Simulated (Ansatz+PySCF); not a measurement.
Results of a calculation; reference values are marked as such.
## Several solutions for singlet C₂H(-)

```xyz
3

H     0.0000    0.0000   -1.5748
C     0.0000    0.0000   -0.4939
C     0.0000    0.0000    0.7564
```

Basis set: def2-SVP (spherical functions). Charge -1, multiplicity 1.

CASSCF(2,2) was run from several starts with Ansatz (development build ahead of 0.2.0) and PySCF 2.14.0. The starts are those of the Hartree–Fock orbitals from which the active space was taken at the frontier.

```
run  program                        start  converged  energy (hartree)  <S²>
  A   Ansatz      atomic start, no search        yes         -76.15232  0.00
  B   Ansatz      stability test followed        yes         -76.15232  0.00
  C   Ansatz  search for the lowest state        yes         -76.15232  0.00
  D    PySCF             program defaults        yes         -76.13373  0.00
```

Task: Which runs reached the lowest solution of this kind, and what is wrong with the others?

Result: A, B, C reached the lowest solution found. Converged but too high: D by 0.51 eV. Convergence only shows a stationary point; in CASSCF the end hangs on which orbitals enter the active space. Caution: no diffuse functions for an anion. Caution: other starts end on other solutions of this active space.
